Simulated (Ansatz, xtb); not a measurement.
**HOSi2: which of two structures lies lower**

Structure I: a doublet given by its coordinates. Structure II: a doublet given by its coordinates. Both are isolated molecules in the gas phase, relaxed with PBE0-D3(BJ)/def2-SVP.

I (Å):

```
atom    x (Å)    y (Å)   z (Å)
   O  -2.2226  -2.3275  1.1798
  Si  -1.0129  -1.4923  1.5861
  Si   0.6915  -0.1441  2.1898
   H  -0.6435   0.6652  2.0575
```

Close contacts (Å): O1–Si2 1.53, Si2–Si3 2.26, Si3–H4 1.57.

II (Å):

```
atom    x (Å)    y (Å)   z (Å)
   O  -1.2239  -1.2284  1.8202
  Si  -1.7728  -2.7424  1.5310
  Si  -0.7942   0.3661  2.2107
   H   0.5374   0.3426  1.4311
```

Close contacts (Å): O1–Si2 1.64, O1–Si3 1.70, Si3–H4 1.54.

Problem. Which of the two would you expect CCSD(T)/def2-TZVP electronic energies to favour?

Solution. Structure II; the calculation gives E(II) − E(I) = −11.1 kcal/mol.

Level by level:

```json
{"level": "PBE0-D3(BJ)/def2-SVP", "geometry": "PBE0-D3(BJ)/def2-SVP", "E(II) − E(I) (kcal/mol)": "−12.4", "departure from the last row (kcal/mol)": "−1.3", "job, with rough time for the two": "optimisation, 44 s"}
{"level": "HF/def2-TZVP", "geometry": "PBE0-D3(BJ)/def2-SVP", "E(II) − E(I) (kcal/mol)": "−30.3", "departure from the last row (kcal/mol)": "−19.2", "job, with rough time for the two": "part of the CCSD(T) run"}
{"level": "MP2/def2-TZVP", "geometry": "PBE0-D3(BJ)/def2-SVP", "E(II) − E(I) (kcal/mol)": "−2.7", "departure from the last row (kcal/mol)": "+8.4", "job, with rough time for the two": "part of the CCSD(T) run"}
{"level": "CCSD(T)/def2-TZVP", "geometry": "PBE0-D3(BJ)/def2-SVP", "E(II) − E(I) (kcal/mol)": "−11.1", "departure from the last row (kcal/mol)": "", "job, with rough time for the two": "single point, 61 s"}
```

The levels shown agree on the order. The largest departure from CCSD(T)/def2-TZVP is that of HF/def2-TZVP, 19.2 kcal/mol. Levels run at GFN2-xTB geometries aren't shown.

With harmonic frequencies from PBE0-D3(BJ)/def2-SVP (ideal gas, rigid rotor, one conformer each, 298.15 K, 1 atm): on the last row, ΔE + ΔZPE = −10.6, ΔH = −10.9, ΔG = −10.3 kcal/mol.

The T1 diagnostic of structure II is large, so the coupled-cluster value is less sure. Open shells are spin-unrestricted, with notable spin contamination under HF/def2-TZVP, MP2/def2-TZVP, CCSD(T)/def2-TZVP. The correlated steps freeze 11 core orbitals. Run with Ansatz 0.2.0; the last row on 1 thread of Intel(R) Xeon(R) Platinum 8259CL CPU @ 2.50GHz (Skylake/Cascade Lake) on a shared host.
